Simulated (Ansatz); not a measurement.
## A ladder of methods for CH5P (SMILES C=[PH3])

The species is CH5P (7 atoms), meant as a singlet with charge 0. SMILES: `C=[PH3]`. The shape is that of a GFN2-xTB optimisation.

```xyz
7

C    -0.2817   -1.0503    0.3483
P     0.1491    0.5299   -0.0774
H     0.4219   -1.7700   -0.0654
H    -1.3020   -1.2690    0.0398
H     0.2974    1.2962   -1.2712
H    -0.6714    1.4276    0.5752
H     1.3867    0.8357    0.4507
```

Each level gives the energy change with the C1–H3 bond stretched from 1.088 to 1.360 Å (eV). The values are calculated.

| level | kind | program | value (eV) | less FCI/STO-3G | CPU time (all runs) |
| --- | --- | --- | --- | --- | --- |
| PBE/STO-3G (restricted) | GGA | Ansatz | 0.83 | +0.02 | 2 s |
| revPBE/STO-3G (restricted) | GGA | Ansatz | 0.81 | 0.00 | 2 s |
| r2SCAN/STO-3G (restricted) | meta-GGA | Ansatz | 0.92 | +0.11 | 4.2 s |
| PBE0/STO-3G (restricted) | global hybrid | Ansatz | 0.96 | +0.15 | 2 s |
| HSE06/STO-3G (restricted) | range-separated hybrid | Ansatz | 0.95 | +0.14 | 2.5 s |
| wB97X/STO-3G (restricted) | range-separated hybrid | Ansatz | 0.98 | +0.17 | 10 s |
| CCSD/STO-3G (restricted) | coupled cluster or CI | Ansatz | 0.82 | +0.01 | 0.24 s |
| CCSDT/STO-3G (restricted) | coupled cluster or CI | Ansatz | 0.81 | 0.00 | 0.49 s |
| FCI/STO-3G | exact in the basis | Ansatz | 0.81 | 0.00 | 20 s |

FCI/STO-3G is exact within its basis and frozen core, so for wave-function methods in that basis the difference is their error; functionals converge differently with the basis, so for them it is only a difference. The first shape isn't each level's own minimum. The values span 0.81 to 0.98 eV. All rows use very small basis sets, so none should be taken for the real molecule's value. Times are those of the runs behind each value, whatever else they computed, on shared processors of several kinds: orders of magnitude only.
